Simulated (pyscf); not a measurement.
Optimised with ωB97X-D3(BJ)/def2-SVP in PySCF. Correlated levels are frozen-core, on RHF or UHF. ΔMP2 is the change of the MP2 total energy from the triple- to the quadruple-zeta basis.

How much does it cost (ΔH, 298 K, CCSD(T)/def2-TZVPP + ΔMP2(QZVPP)) to split H₃C–InH–SH (SMILES [CH3][InH][SH]) at its In–S bond into [H₃C–InH]• + SH•?

In–S to [H₃C–InH]• + SH•: 3.50 eV. The radicals are drawn with the spin at the cut bond; how far it spreads was not checked. Other isomers of [H₃C–InH]• were not searched in full and may lie lower. The CCSD(T) − MP2 part came from Ansatz, without density fitting, on the same reference. The frozen core leaves the outer d or s,p core shells of the metals and heavy elements correlated in the MP2 and CC values, and def2-TZVPP describes them poorly, which can shift differences by a few kcal/mol. Left out: the spin-orbit lowering of SH. Elements past Kr carry the def2 core potentials, without spin-orbit coupling.
